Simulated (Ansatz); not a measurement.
Cost and result for the atomization energy of AlB₂H₅ (8 atoms, 8 bonds).

Cartesian coordinates in Å:
```
B -1.1044 -0.1234 0.2595
B -0.0545 -0.5472 1.2833
Al 0.7481 0.2773 -0.7625
H -1.1039 1.0120 -0.2198
H -1.8071 -0.9351 -0.2719
H 0.7353 -0.9350 2.0725
H 1.7874 1.2435 -0.0403
H 0.7991 0.0078 -2.3207
```

Charge 0, multiplicity 1. The bonds changed during the relaxation, so this is another structure than the one it started from. The geometry is a stationary point of PBE0-D4/def2-TZVP. Program: Ansatz. All runs use 2 threads of an Arm Neoverse V1 on a shared host. Times are those of one run each, without the atoms' runs, and a repeat can differ threefold. Electronic energies, without spin–orbit coupling; frozen cores. CCSD(T)/CBS adds CCSD(T) − MP2 in def2-TZVPP to the MP2 limit, and its time is that of the two runs behind it. T1 = 0.016.

CCSD(T)/CBS is a level of theory with its own doubt, some kJ/mol a heavy atom from the limit and from the frozen cores, so smaller differences don't rank the functionals.

```json
{"level": "CCSD(T)/def2-SVP", "functions": "71", "wall time": "1.1 s", "atomization (kJ/mol)": "2214.1", "difference from CCSD(T)/CBS": "-103.3", "per bond": "-12.9"}
{"level": "LDA (SPW92)/def2-TZVPP", "functions": "174", "wall time": "1.1 s", "atomization (kJ/mol)": "2606.6", "difference from CCSD(T)/CBS": "289.2", "per bond": "36.2"}
{"level": "revPBE-D4/def2-TZVPP", "functions": "174", "wall time": "1.8 s", "atomization (kJ/mol)": "2307.8", "difference from CCSD(T)/CBS": "-9.6", "per bond": "-1.2"}
{"level": "BLYP-D4/def2-TZVPP", "functions": "174", "wall time": "1.9 s", "atomization (kJ/mol)": "2317.6", "difference from CCSD(T)/CBS": "0.2", "per bond": "0.0"}
{"level": "BHLYP-D4/def2-TZVPP", "functions": "174", "wall time": "2.1 s", "atomization (kJ/mol)": "2308.2", "difference from CCSD(T)/CBS": "-9.2", "per bond": "-1.1"}
{"level": "PBE-D4/def2-TZVPP (with forces)", "functions": "174", "wall time": "2.2 s", "atomization (kJ/mol)": "2350.2", "difference from CCSD(T)/CBS": "32.8", "per bond": "4.1"}
{"level": "CAM-B3LYP-D4/def2-TZVPP", "functions": "174", "wall time": "2.6 s", "atomization (kJ/mol)": "2344.9", "difference from CCSD(T)/CBS": "27.5", "per bond": "3.4"}
{"level": "B2PLYP/def2-TZVPP", "functions": "174", "wall time": "3.7 s", "atomization (kJ/mol)": "2307.6", "difference from CCSD(T)/CBS": "-9.8", "per bond": "-1.2"}
{"level": "r2SCAN-D4/def2-TZVPP (with forces)", "functions": "174", "wall time": "4.3 s", "atomization (kJ/mol)": "2369.2", "difference from CCSD(T)/CBS": "51.8", "per bond": "6.5"}
{"level": "ωB97M-V/def2-TZVPP (with forces)", "functions": "174", "wall time": "9.5 s", "atomization (kJ/mol)": "2344.8", "difference from CCSD(T)/CBS": "27.4", "per bond": "3.4"}
{"level": "MP2/def2-QZVPP", "functions": "334", "wall time": "13 s", "atomization (kJ/mol)": "2303.6", "difference from CCSD(T)/CBS": "-13.8", "per bond": "-1.7"}
{"level": "CCSD(T)/def2-TZVPP", "functions": "174", "wall time": "19 s", "atomization (kJ/mol)": "2269.3", "difference from CCSD(T)/CBS": "-48.1", "per bond": "-6.0"}
{"level": "CCSD(T)/CBS(def2)", "functions": "–", "wall time": "32 s", "atomization (kJ/mol)": "2317.4", "difference from CCSD(T)/CBS": "0.0", "per bond": "0.0"}
```

Leaving LDA and LC-ωPBE aside and taking each functional with its dispersion term where it has one, the values, not all of them listed here, spread over 86.4 kJ/mol, from B2PLYP to B97M-V. LDA lies +268.3 kJ/mol from PBE without D4, its usual overbinding. In def2-TZVPP, CCSD(T) changes the Hartree–Fock value by +458.4 kJ/mol (the triples alone add +26.0 kJ/mol) and MP2 by +464.0 kJ/mol; breaking electron pairs costs correlation energy, which Hartree–Fock lacks. At CCSD(T), def2-SVP lies −103.2 kJ/mol from the extrapolated value and def2-TZVPP −48.1 kJ/mol: correlation converges slowly with the basis, and small sets miss more of it in the bonded molecule than in its fragments.
